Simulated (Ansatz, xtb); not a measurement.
# A geometry optimisation of H5SSi2+ with r2SCAN-D4/def2-SVP

The starting geometry of this gas-phase singlet was built from a drawn formula by distance geometry and a force field; its bonds are those of `[SiH3][Si][SH2+]`.

```xyz
8

S     0.1600   -1.1431    0.3997
Si   -3.0443    0.4129    1.1963
Si   -1.6659   -1.4074    1.4770
H    -2.4151    1.6212    1.6912
H    -3.4042    0.5605   -0.2726
H    -4.3132    0.2070    1.9787
H     0.5081    0.0564    0.8532
H    -0.3309   -0.8149   -0.8312
```

Task: Where would you expect an optimisation with r2SCAN-D4/def2-SVP to take it?

Result: It keeps its bonds, and is `[SiH3][Si][SH2+]`. Distances that change by over a tenth: S1–Si3 (2.14 → 2.36 Å).

The energy falls by 1.12 eV over 23 steps:

```json
{"step": "1", "E − E(last) (eV)": "1.122"}
{"step": "3", "E − E(last) (eV)": "0.300"}
{"step": "6", "E − E(last) (eV)": "0.239"}
{"step": "8", "E − E(last) (eV)": "0.236"}
{"step": "11", "E − E(last) (eV)": "0.183"}
{"step": "13", "E − E(last) (eV)": "0.134"}
{"step": "16", "E − E(last) (eV)": "0.023"}
{"step": "18", "E − E(last) (eV)": "0.001"}
{"step": "21", "E − E(last) (eV)": "0.000"}
{"step": "23", "E − E(last) (eV)": "0.000"}
```

Final geometry (Å):

```tsv
atom	x (Å)	y (Å)	z (Å)
S	-0.2378	-0.9948	0.1470
Si	-3.1920	0.3204	1.1215
Si	-1.5176	-1.0951	2.1236
H	-2.5868	1.6437	1.4962
H	-3.2419	0.1906	-0.3642
H	-4.4996	0.1063	1.7923
H	1.0516	-0.9315	0.5739
H	-0.2812	0.2531	-0.3980
```

From the same start GFN2-xTB reaches the same bonding as this run.

The end wasn't checked by frequencies. Run with Ansatz 0.2.0, 56 s on 1 thread of AMD EPYC (Zen 3), on a shared host.
